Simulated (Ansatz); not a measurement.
# A barrier at the coupled-cluster level

Start structure (SiNH$_{3}$, singlet), relaxed at PBE0-D4/def2-TZVP:

```csv
atom,x (Å),y (Å),z (Å)
H1,-0.1781,-1.4876,0.3266
N2,-0.0683,-0.4865,0.2765
Si3,0.1065,0.3227,-1.2163
H4,0.2166,1.7103,-0.5760
H5,-0.0767,-0.0589,1.1892
```

The step: SiNH₃ ([NH2][SiH]) → SiNH₃ ([NH][SiH2]); bonds formed: H1–Si3; bonds broken: H1–N2. Computed with Ansatz 0.2.0 (basis: def2-TZVPP and def2-QZVPP); correlated methods freeze the cores. Extrapolation: Hartree–Fock as exp(−7.88 √X), correlation as X^−2.97. Energies below are by CCSD(T) at an estimated basis limit (MP2 extrapolated from triple and quadruple zeta, plus CCSD(T) − MP2 in triple zeta).

**Question.** What are the electronic barrier and the energy of the step, from the start structure to the end structure? (Judge from chemistry; the value comes from the calculation.)

**Answer.** The calculation gives: Barrier 2.939 eV; step energy 0.669 eV (uphill); reverse barrier, their difference, 2.270 eV. Barrier and step energy count from the start structure, the reverse barrier from the end structure.

The saddle point: One imaginary mode of 1415i cm⁻¹.
```tsv
pair	start (Å)	saddle (Å)	end (Å)
H1–Si3	2.40	1.56	1.48
H1–N2	1.01	1.60	2.63
```

Zero-point energy (harmonic, PBE0-D4): ZPE is 0.912 eV at the start and 0.715 eV at the saddle, so the barrier goes from 2.939 to 2.742 eV.

First-order rate constant out of the start structure at 698 K by transition-state theory, with harmonic vibrational free energies alone and no tunnelling: ΔA‡ = 2.746 eV, so k = (kB T/h) exp(−ΔA‡/kB T) ≈ 10^-7 s⁻¹ (an order of magnitude at best: rotation, the number of equivalent paths and anharmonicity are left out).

The T1 diagnostic stays at or below 0.028. The T1 diagnostic is large here, which may signal multireference character or strong orbital relaxation, so CCSD(T) is less sure. The restricted Hartree–Fock reference is unstable towards an unrestricted one at one or more of these structures.

Labels in which every atom is bracketed show which atoms are joined, not bond orders.

For scale, one of the runs: CCSD(T)/def2-TZVPP, 115 basis functions (an equivalent command: `ansatz run in.yaml --threads 2`). The run took about 3.5 s on 2 CPU threads (shared host).
